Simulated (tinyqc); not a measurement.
The basis set: RHF and MP2 along a ladder of basis sets, for H2O, spin multiplicity 1. Computed by the program tinyqc with PySCF. Same geometry throughout; the dipole is taken about the origin.

Geometry (angstrom):

| atom | x | y | z |
|---|---|---|---|
| O | 0.0000 | 0.0000 | 0.0000 |
| H | 0.0000 | 0.7360 | 0.5740 |
| H | 0.0000 | -0.7340 | 0.5730 |

RHF and frozen-core MP2 in a ladder of bases:

| basis | functions | E(RHF) (hartree) | E(MP2 corr) (hartree) | HOMO (eV) | LUMO (eV) | dipole (debye) |
|---|---|---|---|---|---|---|
| sto-3g | 7 | -74.95770 | -0.03346 | -10.707 | 17.190 | 1.761 |
| 3-21g | 13 | -75.58275 | -0.11890 | -13.092 | 7.381 | 2.437 |
| 6-31g | 13 | -75.98277 | -0.12550 | -13.689 | 5.695 | 2.627 |
| 6-31g** | 24 | -76.02272 | -0.19274 | -13.569 | 6.011 | 2.168 |
| cc-pvdz | 24 | -76.02658 | -0.19991 | -13.475 | 5.158 | 2.038 |
| aug-cc-pvdz | 41 | -76.04141 | -0.21719 | -13.925 | 0.974 | 1.985 |
| cc-pvtz | 58 | -76.05748 | -0.25972 | -13.789 | 3.936 | 2.011 |

What does the comparison show, and why?

From cc-pVDZ to cc-pVTZ the RHF energy falls by 30.9 mhartree and the correlation energy by 59.8. If valence correlation converges as X^-3, (27 E(T) - 8 E(D))/19 gives -0.2849 hartree, a rough estimate from such small X that usually falls short; STO-3G holds about 12 % of it. Beyond STO-3G the LUMO moves by 6.4 eV and the HOMO by 0.8 eV; diffuse functions lower the positive LUMO sharply, since an unbound virtual level tracks the most diffuse function.
